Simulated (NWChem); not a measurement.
System: hydrogen isocyanide (CHN); SMILES [C-]#[NH+]

Input file for NWChem:

```
start job
memory heap 200 mb stack 900 mb global 1100 mb
geometry units angstroms
  C      0.000000     0.000000     0.743906
  N      0.000000     0.000000    -0.427560
  H      0.000000     0.000000    -1.431131
end
basis spherical
  * library 3-21g
end
dft
  xc hfexch
  iterations 150
end
driver
  maxiter 120
end
task dft optimize
task dft freq
```

Output (shortened):

```
             Northwest Computational Chemistry Package (NWChem) 7.3.0
             --------------------------------------------------------

 ORDER OF PRIMARY AXIS IS BEING SET TO 4
 C4V symmetry detected

 AUTOZ failed to generate good internal coordinates.
 Cartesian coordinates will be used in optimizations.

                             Geometry "geometry" -> ""
                             -------------------------

 Output coordinates in angstroms (scale by  1.889725989 to convert to a.u.)

  No.       Tag          Charge          X              Y              Z
 ---- ---------------- ---------- -------------- -------------- --------------
    1 C                    6.0000     0.00000000     0.00000000     0.74109279
    2 N                    7.0000     0.00000000     0.00000000    -0.43037321
    3 H                    1.0000     0.00000000     0.00000000    -1.43394421

 Effective nuclear repulsion energy (a.u.)      24.1231686442

      Symmetry information
      --------------------

 Group name             C4v
 Group number             18
 Group order               8
 No. of unique centers     3

  xc_inp: hfexch multiplicative factor not found.

                           NWChem Geometry Optimization
                           ----------------------------

 maximum gradient threshold         (gmax) =   0.000450
 rms gradient threshold             (grms) =   0.000300
 maximum cartesian step threshold   (xmax) =   0.001800
 rms cartesian step threshold       (xrms) =   0.001200
 fixed trust radius                (trust) =   0.300000
 source of zmatrix                         =

          -------------------
          Energy Minimization
          -------------------

 Using diagonal initial Hessian

          --------
          Step   0

                                 NWChem DFT Module
                                 -----------------

 Summary of "ao basis" -> "ao basis" (spherical)
 ------------------------------------------------------------------------------
       Tag                 Description            Shells   Functions and Types
 ---------------- ------------------------------  ------  ---------------------
 C                           3-21g                   5        9   3s2p
 N                           3-21g                   5        9   3s2p
 H                           3-21g                   2        2   2s

      Symmetry analysis of basis
      --------------------------

        a1         12
        a2          0
        b1          0
        b2          0
        e           8

            General Information
            -------------------
          SCF calculation type: DFT
          Wavefunction type:  closed shell.
          No. of atoms     :     3
          No. of electrons :    14
           Alpha electrons :     7
            Beta electrons :     7
          Charge           :     0
          Spin multiplicity:     1
          Use of symmetry is: on ; symmetry adaption is: on
          Maximum number of iterations: 150
          AO basis - number of functions:    20
                     number of shells:    12
          Convergence on energy requested:  1.00D-06
          Convergence on density requested:  1.00D-05
          Convergence on gradient requested:  5.00D-04

              XC Information
              --------------
                     Hartree-Fock (Exact) Exchange  1.000

      Superposition of Atomic Density Guess
      -------------------------------------

 Sum of atomic energies:         -91.97332266

      Non-variational initial energy
      ------------------------------

 Total energy =     -92.638967
 1-e energy   =    -171.434108
 2-e energy   =      54.671973
 HOMO         =      -0.367527
 LUMO         =       0.079816

      Symmetry analysis of molecular orbitals - initial
      -------------------------------------------------

  Numbering of irreducible representations:

     1 a1          2 a2          3 b1          4 b2          5 e

  Orbital symmetries:

     1 a1          2 a1          3 a1          4 a1          5 e
     6 e           7 a1          8 e           9 e          10 a1
    11 a1         12 a1         13 e          14 e          15 a1
    16 e          17 e

   convergence    iter        energy       DeltaE   RMS-Dens  Diis-err
 ---------------- ----- ----------------- --------- --------- ---------
 d= 0,ls=0.0,diis     1    -92.3267310248 -1.16D+02  1.18D-02  7.25D-02
 d= 0,ls=0.0,diis     2    -92.3380836921 -1.14D-02  4.14D-03  3.74D-03
 d= 0,ls=0.0,diis     3    -92.3388770325 -7.93D-04  1.41D-03  1.09D-03
 d= 0,ls=0.0,diis     4    -92.3389976696 -1.21D-04  6.14D-04  4.83D-05
 d= 0,ls=0.0,diis     5    -92.3390099106 -1.22D-05  1.39D-04  3.14D-06
 d= 0,ls=0.0,diis     6    -92.3390103320 -4.21D-07  4.31D-05  2.01D-07
 d= 0,ls=0.0,diis     7    -92.3390103616 -2.96D-08  5.28D-06  2.86D-09

         Total DFT energy =      -92.339010361578
      One electron energy =     -172.158195902186
           Coulomb energy =       67.706591043982
    Exchange-Corr. energy =      -12.010574147616
 Nuclear repulsion energy =       24.123168644243

 Numeric. integr. density =        0.000000000000

                  Occupations of the irreducible representations
                  ----------------------------------------------

                     irrep           alpha         beta
                     --------     --------     --------
                     a1                5.0          5.0
                     a2                0.0          0.0
                     b1                0.0          0.0
                     b2                0.0          0.0
                     e                 2.0          2.0

                       DFT Final Molecular Orbital Analysis
                       ------------------------------------

 Vector    5  Occ=2.000000D+00  E=-5.103376D-01  Symmetry=e
              MO Center=  9.9D-16, -4.5D-16, -1.2D-01, r^2= 1.0D+00
   Bfn.  Coefficient  Atom+Function         Bfn.  Coefficient  Atom+Function
  ----- ------------  ---------------      ----- ------------  ---------------
    16      0.441381  2 N  px                12      0.378975  2 N  px
     3      0.237387  1 C  px                17     -0.201192  2 N  py
     7      0.187311  1 C  px                13     -0.172746  2 N  py
     4     -0.108207  1 C  py                 8     -0.085381  1 C  py

 Vector    6  Occ=2.000000D+00  E=-5.103376D-01  Symmetry=e
              MO Center= -1.8D-15, -4.0D-15, -1.2D-01, r^2= 1.0D+00
   Bfn.  Coefficient  Atom+Function         Bfn.  Coefficient  Atom+Function
  ----- ------------  ---------------      ----- ------------  ---------------
    17      0.441381  2 N  py                13      0.378975  2 N  py
     4      0.237387  1 C  py                16      0.201192  2 N  px
     8      0.187311  1 C  py                12      0.172746  2 N  px
     3      0.108207  1 C  px                 7      0.085381  1 C  px

 Vector    7  Occ=2.000000D+00  E=-4.741291D-01  Symmetry=a1
              MO Center= -2.8D-16,  3.4D-15,  1.1D+00, r^2= 8.9D-01
   Bfn.  Coefficient  Atom+Function         Bfn.  Coefficient  Atom+Function
  ----- ------------  ---------------      ----- ------------  ---------------
     6      0.825682  1 C  s                  5      0.364645  1 C  pz
    15     -0.283105  2 N  s                  9      0.198236  1 C  pz
    18     -0.180130  2 N  pz                 1     -0.159560  1 C  s
    14     -0.153487  2 N  pz                 2      0.146171  1 C  s
    20      0.057739  3 H  s                 19      0.056214  3 H  s

 Vector    8  Occ=0.000000D+00  E= 2.131648D-01  Symmetry=e
              MO Center=  3.1D-17, -2.6D-17,  4.9D-01, r^2= 1.6D+00
   Bfn.  Coefficient  Atom+Function         Bfn.  Coefficient  Atom+Function
  ----- ------------  ---------------      ----- ------------  ---------------
     7      0.614556  1 C  px                 8     -0.518637  1 C  py
    16     -0.467602  2 N  px                17      0.394619  2 N  py
     3      0.286478  1 C  px                 4     -0.241765  1 C  py
    12     -0.215608  2 N  px                13      0.181956  2 N  py

 Vector    9  Occ=0.000000D+00  E= 2.131648D-01  Symmetry=e
              MO Center=  4.9D-17,  5.8D-17,  4.9D-01, r^2= 1.6D+00
   Bfn.  Coefficient  Atom+Function         Bfn.  Coefficient  Atom+Function
  ----- ------------  ---------------      ----- ------------  ---------------
     8      0.614556  1 C  py                 7      0.518637  1 C  px
    17     -0.467602  2 N  py                16     -0.394619  2 N  px
     4      0.286478  1 C  py                 3      0.241765  1 C  px
    13     -0.215608  2 N  py                12     -0.181956  2 N  px

 Vector   10  Occ=0.000000D+00  E= 2.544240D-01  Symmetry=a1
              MO Center=  7.8D-18,  2.0D-17, -1.7D+00, r^2= 1.4D+00
   Bfn.  Coefficient  Atom+Function         Bfn.  Coefficient  Atom+Function
  ----- ------------  ---------------      ----- ------------  ---------------
    20      1.618602  3 H  s                 15     -1.040769  2 N  s
    18      0.750007  2 N  pz                 6     -0.226663  1 C  s
    14      0.185589  2 N  pz                 5     -0.130499  1 C  pz
    19      0.115230  3 H  s                 10      0.114004  2 N  s
     2      0.051935  1 C  s                 11     -0.047009  2 N  s

     Multipole analysis of the density
     ---------------------------------

     L   x y z        total         alpha         beta         nuclear
     -   - - -        -----         -----         ----         -------
     0   0 0 0     -0.000000     -7.000000     -7.000000     14.000000

     1   1 0 0      0.000000      0.000000      0.000000      0.000000
     1   0 1 0      0.000000      0.000000      0.000000      0.000000
     1   0 0 1     -1.109004     -0.554502     -0.554502      0.000000

     2   2 0 0     -8.685911     -4.342956     -4.342956      0.000000
     2   1 1 0      0.000000      0.000000      0.000000      0.000000
     2   1 0 1      0.000000      0.000000      0.000000      0.000000
     2   0 2 0     -8.685911     -4.342956     -4.342956      0.000000
     2   0 1 1      0.000000      0.000000      0.000000      0.000000
     2   0 0 2     -7.517084    -15.628858    -15.628858     23.740631

[...]

      ----------------------
      Optimization converged
      ----------------------

  Step       Energy      Delta E   Gmax     Grms     Xrms     Xmax
  ---- ---------------- -------- -------- -------- -------- --------
@    3     -92.33971349 -9.4D-09  0.00001  0.00000  0.00004  0.00009
                                     ok       ok       ok       ok

                         Geometry "geometry" -> "geometry"
                         ---------------------------------

 Output coordinates in angstroms (scale by  1.889725989 to convert to a.u.)

  No.       Tag          Charge          X              Y              Z
 ---- ---------------- ---------- -------------- -------------- --------------
    1 C                    6.0000     0.00000000     0.00000000     0.72642894
    2 N                    7.0000     0.00000000     0.00000000    -0.43325391
    3 H                    1.0000     0.00000000     0.00000000    -1.41639968

 Effective nuclear repulsion energy (a.u.)      24.4145648492

      Symmetry information
      --------------------

 Group name             C4v
 Group number             18
 Group order               8
 No. of unique centers     3

 ==============================================================================
                                internuclear distances
 ------------------------------------------------------------------------------
       center one      |      center two      | atomic units |  angstroms
 ------------------------------------------------------------------------------
    2 N                |   1 C                |     2.19148  |     1.15968
    3 H                |   2 N                |     1.85788  |     0.98315
 ------------------------------------------------------------------------------
                         number of included internuclear distances:          2
 ==============================================================================

[second-derivative integrals and response iterations left out]

  Vibrational analysis via the FX method

  See chapter 2 in "Molecular Vibrations" by Wilson, Decius and Cross

  Vib: Default input used

 ---------------------------- Atom information ----------------------------
     atom    #        X              Y              Z            mass
 --------------------------------------------------------------------------
    C        1  0.0000000D+00  0.0000000D+00  1.3727517D+00  1.2000000D+01
    N        2  0.0000000D+00  0.0000000D+00 -8.1873118D-01  1.4003070D+01
    H        3  0.0000000D+00  0.0000000D+00 -2.6766073D+00  1.0078250D+00
 --------------------------------------------------------------------------

[unprojected Hessian and modes left out]

        Vibrational analysis via the FX method
  --- with translations and rotations projected out ---
  --- via the Eckart algorithm                      ---
 Dependent rotation vector no.                    3
  found in ECKART; assuming linear geometry
 Projected Nuclear Hessian trans-rot subspace norm:1.7341D-31
                         (should be close to zero!)

[projected Hessian left out]

 Rotational Constants
 --------------------
 A=   0.000000 cm-1  (  0.000000 K)
 B=   1.542703 cm-1  (  2.219556 K)
 C=   1.542703 cm-1  (  2.219556 K)

 Temperature                      =   298.15K
 frequency scaling parameter      =   1.0000

 Linear Molecule

 Zero-Point correction to Energy  =   11.016 kcal/mol  (  0.017555 au)
 Thermal correction to Energy     =   12.629 kcal/mol  (  0.020126 au)
 Thermal correction to Enthalpy   =   13.221 kcal/mol  (  0.021070 au)

 Total Entropy                    =   48.092 cal/mol-K
   - Translational                =   35.800 cal/mol-K (mol. weight =  27.0109)
   - Rotational                   =   11.720 cal/mol-K (symmetry #  =        1)
   - Vibrational                  =    0.572 cal/mol-K

 Cv (constant volume heat capacity) =    6.560 cal/mol-K
   - Translational                  =    2.979 cal/mol-K
   - Rotational                     =    1.986 cal/mol-K
   - Vibrational                    =    1.595 cal/mol-K

[normal modes left out]

 ----------------------------------------------------------------------------
 Normal Eigenvalue ||           Projected Infra Red Intensities
  Mode   [cm**-1]  || [atomic units] [(debye/angs)**2] [(KM/mol)] [arbitrary]
 ------ ---------- || -------------- ----------------- ---------- -----------
    1       -0.000 ||    0.011326           0.261        11.042       1.030
    2       -0.000 ||    0.011326           0.261        11.042       1.030
    3       -0.000 ||    0.020011           0.462        19.507       1.819
    4        0.000 ||    0.020011           0.462        19.507       1.819
    5        0.000 ||    0.000000           0.000         0.000       0.000
    6      717.824 ||    0.261779           6.039       255.195      23.797
    7      717.824 ||    0.261779           6.039       255.195      23.797
    8     2258.052 ||    0.049597           1.144        48.350       4.509
    9     4015.741 ||    0.354220           8.172       345.311      32.200
 ----------------------------------------------------------------------------
```

Level: Hartree-Fock/3-21G.
